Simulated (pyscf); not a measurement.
Four-centre exchange: H₂B–CH₃ + hydrogen chloride (HCl) -> H₂B–CH₃ + hydrogen chloride (HCl)

Gas phase, singlet surface, charge 0. Bonds broken: C1–H9, H3–Cl8. Bonds formed: C1–H3, Cl8–H9. Single points on ωB97X-D3(BJ)/def2-SVP structures (PySCF, gas phase). MP2 and CC: frozen core, UHF for open shells. ΔMP2 is the change of the MP2 total energy from the triple- to the quadruple-zeta basis.

Transition state (Å):

```xyz
9

C     -1.4238    -0.1591    -0.1695
B     -0.2976     0.6517     0.5820
H     -1.4058    -0.5454    -1.3877
H     -2.4667     0.0499     0.0893
H     -1.1033    -1.2017     0.0292
H     -0.6027     1.4760     1.4049
H      0.8550     0.4134     0.3299
Cl    -0.7393     0.0382    -2.9861
H     -1.0066     0.4012    -1.2307
```

One imaginary mode, 1879i cm⁻¹; descent along it reached the two sides named.

```
bond    change  reactant side (Å)  saddle  product side
------  ------  -----------------  ------  ------------
C1–H9   breaks              1.111   1.271           3.1
H3–Cl8  breaks              1.284   1.827           2.9
C1–H3    forms                3.1   1.278         1.100
Cl8–H9   forms                2.9   1.812         1.286
```

Electronic energies relative to the separated reactants (kcal/mol):

| level | barrier | reaction energy | reverse barrier |
|---|---|---|---|
| ωB97X-D3(BJ)/def2-TZVP | 58.2 | 0.0 | 58.2 |
| PBE/def2-TZVP | 47.6 | 0.0 | 47.6 |
| r²SCAN/def2-TZVP | 50.8 | 0.0 | 50.8 |
| B3LYP-D3(BJ)/def2-TZVP | 54.7 | 0.0 | 54.7 |
| PBE0-D3(BJ)/def2-TZVP | 51.6 | 0.0 | 51.6 |
| M06-2X/def2-TZVP | 56.7 | 0.0 | 56.7 |
| ωB97M-D3(BJ)/def2-TZVP | 57.3 | 0.0 | 57.3 |
| HF/def2-TZVP | 76.0 | 0.0 | 76.0 |
| MP2/def2-QZVPP | 56.2 | 0.0 | 56.2 |
| CCSD/def2-TZVPP | 64.0 | 0.0 | 64.0 |
| CCSD(T)/def2-TZVPP | 60.8 | 0.0 | 60.8 |
| CCSD(T)/def2-TZVPP + ΔMP2(QZVPP) | 59.2 | 0.0 | 59.2 |

With CCSD(T)/def2-TZVPP + ΔMP2(QZVPP) energies and thermal terms (ideal gas, 1 atm, RRHO with modes under 100 cm⁻¹ raised to 100, one conformer, R ln 2 for rigid chiral ones), in kcal/mol:

| T (K) | ΔH‡ | ΔG‡ | ΔH | ΔG |
|---|---|---|---|---|
| 298 | 57.0 | 66.4 | 0.0 | 0.0 |
| 600 | 57.0 | 76.0 | 0.0 | 0.0 |
| 900 | 57.6 | 85.4 | 0.0 | 0.0 |
| 1200 | 58.2 | 94.6 | 0.0 | 0.0 |

The same reactants have a lower exit, to H₃C–BH–Cl + H₂ (barrier +8.1 kcal/mol at ωB97M-D3(BJ), against +57.3 kcal/mol here). This is the saddle that the search found; another between the same sides may lie lower. The CCSD(T) − MP2 part came from Ansatz, without density fitting, on the same reference.
